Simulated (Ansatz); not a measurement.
What does this script print? It uses Ansatz 0.2.0, Python API.

`alh3o_basis.py`:
```python
"""How the energy of AlH3O converges with the basis."""

import warnings

import ansatz as az

XC = "b3lyp"

warnings.simplefilter("ignore", az.DeckWarning)

geometry = (
    az.Crystal.molecule()
    .atom("O", [0.978, -1.0187, 0.3263])
    .atom("Al", [-0.1572, 0.3724, -0.2973])
    .atom("H", [0.4059, -1.3538, 1.0713])
    .atom("H", [-1.1865, 0.08, -1.4096])
    .atom("H", [0.0098, 1.8465, 0.2678])
)

model = geometry.calculation().functional(XC)

energies = {}
for basis in ["STO-3G", "6-31G", "6-31G*", "def2-SVP", "def2-SVPD", "def2-TZVP", "def2-TZVPP"]:
    summary = model.basis(gaussian=basis).run().report
    size = summary["n_frozen"] + summary["n_occupied"][0] + summary["n_virtual"][0]
    energies[basis] = (summary["reference_energy_ev"] / 27.211386246, summary["free_energy_ev"] / 27.211386246)
    print(f"{basis:14s} {size:4d} orbitals  reference {energies[basis][0]:14.6f} Ha  total {energies[basis][1]:14.6f} Ha")

last = energies["def2-TZVPP"][1]
for basis, (_, total) in energies.items():
    print(f"{basis:14s} lies {27.211386 * (total - last):9.4f} eV above def2-TZVPP")
```

```console
$ python alh3o_basis.py
STO-3G           17 orbitals  reference    -315.457778 Ha  total    -315.457778 Ha
6-31G            28 orbitals  reference    -319.423294 Ha  total    -319.423294 Ha
6-31G*           40 orbitals  reference    -319.465928 Ha  total    -319.465928 Ha
def2-SVP         47 orbitals  reference    -319.352468 Ha  total    -319.352468 Ha
def2-SVPD        71 orbitals  reference    -319.368349 Ha  total    -319.368349 Ha
def2-TZVP        86 orbitals  reference    -319.539783 Ha  total    -319.539783 Ha
def2-TZVPP      115 orbitals  reference    -319.541920 Ha  total    -319.541920 Ha
STO-3G         lies  111.1351 eV above def2-TZVPP
6-31G          lies    3.2280 eV above def2-TZVPP
6-31G*         lies    2.0678 eV above def2-TZVPP
def2-SVP       lies    5.1552 eV above def2-TZVPP
def2-SVPD      lies    4.7231 eV above def2-TZVPP
def2-TZVP      lies    0.0582 eV above def2-TZVPP
def2-TZVPP     lies    0.0000 eV above def2-TZVPP
```

Against STO-3G: 6-31G -3965.5 mHa, 6-31G* -4008.1 mHa, def2-SVP -3894.7 mHa, def2-SVPD -3910.6 mHa, def2-TZVP -4082.0 mHa and def2-TZVPP -4084.1 mHa. The last step alone is -2.14 mHa (these two sets differ little on atoms other than hydrogen).

Reading the output:
- The drop along the ladder measures the basis error, and is no property of the molecule.
- The geometry is a force-field or estimated start, not a minimum of this method, and the last set is no limit. Much of the fall in a total is atomic energy, which cancels in bond and reaction energies.
- b3lyp holds the VWN-RPA fit, as in Gaussian; the form of ORCA and Turbomole is b3lyp5.
- Totals across families of basis sets mostly measure their core functions.
- Finished in 5.2 s on 1 thread of Arm Neoverse V2, with other jobs on the host, peak memory 0.21 GiB.
